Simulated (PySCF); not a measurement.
Compound: sulfuryl chloride fluoride, ClFO2S.
SMILES with atom numbers: `[O:1]=[S:2](=[O:3])([F:4])[Cl:5]`

Method: PBE0-D3(BJ)/def2-SVP geometry optimisation, gas phase in PySCF; density fitting, grid level 1; the optimiser is geomeTRIC in internal coordinates, started from a GFN2-xTB structure.

Step 0: E = -30139.2807 eV
```
atom  x, y, z in Å  |  force x, y, z in eV/Å
O1      0.0052   -1.1170   -1.0402    0.104  -0.858  -1.437
S2     -0.0202   -0.2110    0.0393   -1.150   1.549  -0.332
O3     -0.0287   -0.6251    1.3867    0.076  -0.252   1.652
F4     -1.3223    0.7390   -0.1709    0.900  -0.555   0.138
Cl5     1.3794    1.2179   -0.2322    0.071   0.116  -0.021
```

Step 1: E = -30139.2450 eV
```
atom  x, y, z in Å  |  force x, y, z in eV/Å
O1     -0.0169   -1.0886   -1.0777    0.506   0.261   0.206
S2     -0.0118   -0.1749    0.0311   -0.835  -1.605   0.350
O3     -0.0575   -0.5831    1.4080    0.587   0.133  -0.284
F4     -1.3419    0.6465   -0.1484   -0.048   0.998  -0.240
Cl5     1.4414    1.2038   -0.2302   -0.209   0.213  -0.032
```

Step 2: E = -30139.3228 eV
```
atom  x, y, z in Å  |  force x, y, z in eV/Å
O1      0.0019   -1.0988   -1.0767    0.085   0.156   0.212
S2     -0.0314   -0.1928    0.0350   -0.221  -0.859   0.187
O3     -0.0355   -0.5936    1.4124    0.123   0.049  -0.273
F4     -1.3295    0.6892   -0.1591    0.075   0.404  -0.090
Cl5     1.4080    1.1998   -0.2289   -0.063   0.250  -0.036
```

**Question.** Estimate the geometry and energy of step 3. (The exact step hangs on the optimiser's Hessian estimate; all steps are aligned on step 2, rigid shifts and turns removed.)

**Answer.** E = -30139.3428 eV, largest force 0.149 eV/Å
```
atom  x, y, z in Å  |  force x, y, z in eV/Å
O1      0.0006   -1.1183   -1.0712    0.008  -0.028   0.074
S2     -0.0329   -0.2177    0.0400   -0.074   0.067  -0.013
O3     -0.0334   -0.6131    1.4148    0.016  -0.069  -0.063
F4     -1.2875    0.7299   -0.1684   -0.092  -0.015   0.000
Cl5     1.3666    1.2229   -0.2325    0.142   0.045   0.001
```

The energy changes by -0.0199 eV. The first-order estimate −F·Δx gives -0.0483 eV and the mean of the old and new forces, exact on a quadratic surface, -0.0198 eV. The step makes an angle of 59° with the force vector and moves no atom by more than 0.059 Å.

What follows is the cost of the whole optimisation. The run took 9.2 s of wall time on one thread of an x86-64 server, shared host.
